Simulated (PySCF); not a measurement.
Gas-phase reaction: 3 PH3 + SiH4 + 2 SiH = 3 H3SiPH2. Level: ωB97M-V/def2-TZVP†; standard pressure 1 bar.

Energies from PySCF, thermal terms from the rigid-rotor harmonic-oscillator model, ideal gas at 1 bar. † marks an energy on the PBE0/def2-TZVP geometry and frequencies. Open shells (unrestricted): SiH (multiplicity 2, electronic degeneracy 4); the rest are closed-shell singlets. Spin-orbit splitting is ignored; it lowers the true energy and changes the entropy of SiH. The harmonic model lacks anharmonicity and excited electronic states, which grow with temperature; levels with a mode under 35 cm⁻¹ are left out. Internal rotation in H3SiPH2 is treated as a harmonic vibration of one conformer, which makes the entropy rough.

```
T (K)  1000/T (1/K)  log10 K
-----  ------------  -------
1200         0.8333    10.55
1400         0.7143     6.43
1600         0.6250     3.38
1800         0.5556     1.04
2000         0.5000    -0.81
2500         0.4000        ?
```

Problem. Fit log10 K = a + b·(1000/T) to the five rows, get the mean ΔH° and ΔS°, and predict log10 K at 2500 K.

Solution. Means: 1000/T = 0.6456, log10 K = 4.118. Sums of products about the means: Sxy = 2.37586, Sxx = 0.069675, so b = Sxy/Sxx = 34.10 and a = 4.118 − (34.10)×0.6456 = -17.90.
ΔH° = −R ln 10 × 1000 K × b = −19.145 × (34.10) = -653 kJ; ΔS° = R ln 10 × a = -343 J/K. The run's own values go from -666 kJ and -353 J/K at 1200 K to -612 kJ and -323 J/K at 2500 K.
Prediction at 2500 K: -17.90 + (34.10)×0.4000 = -4.26. The computed value is -4.06, 0.20 from the line.
For scale, ΔH°(298 K) is -695 kJ at this level, -723 kJ at ωB97X-V/def2-TZVP†, and runs from -808 to -543 kJ over the 20 levels computed.
